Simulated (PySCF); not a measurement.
**Multinuclear NMR of C4H3NO**

Numbering as in the mapped SMILES `[CH2:1]=[CH:2][C:3](=[O:4])[C:5]#[N:6]` (H(Xn): hydrogen on atom n). Ha(C1) is cis to C3; Hb(C1) is trans to C3.

Calculated, not measured (PySCF): PBE0/pcSseg-1 with gauge-including orbitals, couplings computed with B3LYP/pcJ-1, GFN2-xTB structure. No solvent, a single conformation, non-relativistic Hamiltonian.

Task: Where does 15N resonate?

Result: 
| atoms | environment | σ (ppm) | δ (ppm) |
| --- | --- | --- | --- |
| N6 | nitrile nitrogen | -44.8 | -106.8 |

Shieldings were converted by a linear fit to measured shifts: 15N (scatter 6.3 ppm rms vs CH3NO2, solution or neat liquid). A few per cent of atoms miss by over 2 rms, more outside the fitted compound classes. Couplings are scaled by factors fitted to measured values: 2J(H,H) × 0.95 (rms 1.3 Hz), 3J(H,H) × 0.92 (rms 0.5 Hz); all others are unscaled and can be 10–30 % off.

Couplings (the largest are listed; each averaged over equivalent pairs): 1J(C5,N6) = -19.0 Hz, 2J(C3,N6) = 2.4 Hz, 3J(O4,N6) = 3.9 Hz. Signs are for 15N, whose magnetogyric ratio is negative.

On a 300 MHz spectrometer 15N resonates near 30.4 MHz, so 1 ppm is 30.4 Hz.

Task: Predict the 17O NMR data.

Result: 
```csv
atoms,environment,σ (ppm),δ (ppm)
O4,carbonyl oxygen of an acyl cyanide,-332.8,569.9
```

Shieldings were converted by a linear fit to measured shifts: 17O (scatter 10.7 ppm rms, 12.2 ppm with the 3 outliers that the fit left out vs liquid water, solution or neat liquid). Occasional misses reach two or three times the rms, and more in compound classes unlike the fitted ones. Couplings are scaled by factors fitted to measured values: 2J(H,H) × 0.95 (rms 1.3 Hz), 3J(H,H) × 0.92 (rms 0.5 Hz); all others are unscaled and can be 10–30 % off.

Couplings (the largest are listed; each averaged over equivalent pairs; quadrupolar broadening usually hides them): 1J(C3,O4) = 29.4 Hz, 2J(O4,C5) = -4.0 Hz, 3J(C1,O4) = -7.1 Hz, 3J(O4,N6) = 3.9 Hz, 3J(O4,H(C2)) = -1.0 Hz.

On a 600 MHz spectrometer 17O resonates near 81.3 MHz, so 1 ppm is 81.3 Hz.
